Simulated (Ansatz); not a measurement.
[AlClH3]- (AlH₃Cl⁻). Total charge -1; singlet. Geometry relaxed at PBE0-D4/def2-TZVPD.

Cartesian coordinates in Å:
```
Al 0.0651 -0.1446 -0.0184
Cl -0.8488 1.8839 0.2396
H 1.6355 0.0791 -0.3867
H -0.7371 -0.8827 -1.2281
H -0.1148 -0.9357 1.3935
```

Question: Estimate the harmonic wavenumbers at RKS PBE0-D4/def2-TZVPD (Ansatz, unscaled). Is this a minimum?

Answer: 387, 518, 518, 768, 768, 779, 1714, 1714, 1768 cm⁻¹. Yes, no mode is imaginary beyond noise. Zero-point energy 53.4 kJ/mol. Hardware: 4 threads of Arm Neoverse V2 on a shared host. Wall time 17 s.
